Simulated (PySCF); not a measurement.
One molecule, a ladder of functionals, a line

Molecule: SMILES N1[C@@H](C#C)[C@H]1C, C₅H₇N.

Atoms are numbered as in `[CH:1]#[C:2][C@@H:3]1[NH:4][C@@H:5]1[CH3:6]`. Hydrogens are named by the atom that carries them.

GIAO shieldings (ppm, equivalent atoms averaged) in PySCF 2.14 on the PBE0-D3(BJ)/def2-SVP geometry, basis pcSseg-1, gas phase, non-relativistic:

```csv
functional,exact exchange (%),σ(C5),σ(C3),σ(N4)
BLYP,0,137.9,148.4,189.7
BP86,0,142.9,152.9,195.5
PBE,0,143.3,153.2,195.3
B3LYP,20,144.4,154.5,199.3
PBE0,25,150.6,160.2,206.5
mPW1PW91,25,149.6,159.3,205.5
HF,100,164.8,174.7,229.6
```

**Question.** Fit each shielding as a line in the percentage of exact exchange.

**Answer.** σ(C5) = 141.9 + 0.24 x (rms 2.3 ppm); σ(C3) = 151.9 + 0.23 x (rms 2.0 ppm); σ(N4) = 194.3 + 0.36 x (rms 2.5 ppm). The functionals also differ in their semilocal parts, which the line can't hold; Hartree–Fock has no correlation at all.

**Question.** What does the line predict for BHandHLYP (50 %), and what does the run give?

**Answer.** σ(C5): 153.9 predicted, 152.5 computed; σ(C3): 163.4 predicted, 162.4 computed; σ(N4): 212.3 predicted, 211.4 computed ppm.
